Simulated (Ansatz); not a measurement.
Copper, fcc: convergence with the k-point mesh

Computed with Ansatz, PBE, scalar-relativistic PAW, on the relaxed cell (a = 3.629 Å; spin not included). Errors count from a run at 420 eV on a Γ-centred 24×24×24 mesh with Fermi-Dirac smearing of 0.1 eV, extrapolated to zero width. Fixed here: cutoff 420 eV, Fermi-Dirac width 0.1 eV. The SCF starts from atomic densities corrected by a trained network.

| k-mesh | E(σ→0) error (meV/atom) | P (GPa) | SCF iterations |
| --- | --- | --- | --- |
| 2×2×2 | 2020.0 | 23.69 | 8 |
| 4×4×4 | 160.4 | 1.67 | 6 |
| 5×5×5 | -98.5 | -0.64 | 6 |
| 7×7×7 | -39.6 | -0.11 | 6 |
| 9×9×9 | -12.1 | 0.04 | 6 |
| 12×12×12 | 4.6 | 0.07 | 6 |
| 16×16×16 | 0.5 | 0.15 | 6 |
| 21×21×21 | 1.9 | 0.06 | 6 |

Within 5 meV/atom of the last row: from 12×12×12 on.
